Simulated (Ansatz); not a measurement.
Start from `CCCC(=O)O` and change one atom or group to get `C=CCC(=O)O`.

Ansatz, PBE0-D4/def2-TZVP geometries, multiplicity 1. Each molecule was computed in one conformer, which needn't be the lowest.

```csv
property,`CCCC(=O)O`
HOMO energy (ωB97M-V/def2-TZVPP) / eV,-10.39
size of the dipole moment (ωB97M-V/def2-TZVPP) / D,1.91
LUMO energy (PBE/def2-TZVPP) / eV,-0.93
HOMO–LUMO gap (ωB97M-V/def2-TZVPP) / eV,12.63
HOMO energy (B3LYP/def2-TZVPP) / eV,-7.72
size of the dipole moment (PBE/def2-TZVPP) / D,1.84
```

Problem. What does the change do to each property? (Estimate.)

Solution. Ansatz gave: 
```csv
property,`C=CCC(=O)O`,shift
HOMO energy (ωB97M-V/def2-TZVPP) / eV,-9.98,0.41
size of the dipole moment (ωB97M-V/def2-TZVPP) / D,1.63,-0.28
LUMO energy (PBE/def2-TZVPP) / eV,-0.98,-0.05
HOMO–LUMO gap (ωB97M-V/def2-TZVPP) / eV,12.22,-0.41
HOMO energy (B3LYP/def2-TZVPP) / eV,-7.47,0.25
size of the dipole moment (PBE/def2-TZVPP) / D,1.58,-0.26
```

With PBE0 the HOMO rises by 0.26 eV and the LUMO falls by 0.09 eV, so the gap narrows by about 0.35 eV. PBE moves the HOMO by -0.13 eV and ωB97M-V by 0.41 eV. Dipoles are sizes alone; their direction can turn.

B3LYP here is the variant with VWN-RPA as its local correlation; programs differ in this.
